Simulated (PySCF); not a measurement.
## Field gradients at the hydrogen positions

Species: C5H6F (charge +1).
Z-matrix (Å and degrees, GFN2-xTB geometry), rows numbered from 1:
```
C 
C   1  1.5254
C   2  1.4301  1  114.70
C   3  1.4051  2  151.61  1   179.76
C   4  1.3649  3   60.66  2   179.89
F   5  1.2663  3  149.81  4   179.99
H   1  1.0856  2  109.55  3  -179.97
H   1  1.0865  2  111.17  3   -60.59
H   1  1.0866  2  111.19  3    60.65
H   2  1.1010  1  111.24  3  -122.46
H   2  1.1008  1  111.31  3   122.76
H   4  1.0711  3  149.61  5   179.96
```

Level: PBE0/pcSseg-1 (PySCF, non-relativistic); Q(2H) = 0.00286 b; rigid geometry, the same for H and D, with no vibrational averaging.

Problem. Rank these positions by the coupling χzz of a deuteron there, largest first.
A. H10 (methylene hydrogen)
B. H9 (methyl hydrogen)
C. H12 (hydrogen on carbon)

Solution. C (221 kHz), B (207 kHz), A (188 kHz).

Problem. Tabulate Vzz, the asymmetry η and χzz = 234.96 MHz × Q × Vzz for every hydrogen position.

Solution. 
| atom | bonded to | bond length (Å) | Vzz (au) | η | χzz (kHz) |
| --- | --- | --- | --- | --- | --- |
| H7 | C1 | 1.086 | 0.3093 | 0.04 | 208 |
| H8 | C1 | 1.086 | 0.3089 | 0.05 | 208 |
| H9 | C1 | 1.087 | 0.3088 | 0.05 | 207 |
| H10 | C2 | 1.101 | 0.2796 | 0.06 | 188 |
| H11 | C2 | 1.101 | 0.2798 | 0.06 | 188 |
| H12 | C4 | 1.071 | 0.3294 | 0.04 | 221 |

Problem. Give the 2H NMR doublet splittings at H12 for a magnetic field along the z, y and x axes of the gradient: 3χ/2, 3χ(1 + η)/4, 3χ(1 − η)/4.

Solution. With |χ| = 221.3 kHz and η = 0.037: 332, 172 and 160 kHz, to first order and without motion.

Isolated species at its GFN2-xTB geometry (one conformer only). GFN2-xTB bond lengths can be off by several hundredths of an ångström, more for odd bonds, and the gradients follow them. The basis is small and wasn't made for field gradients, so the couplings can be 20 % off.
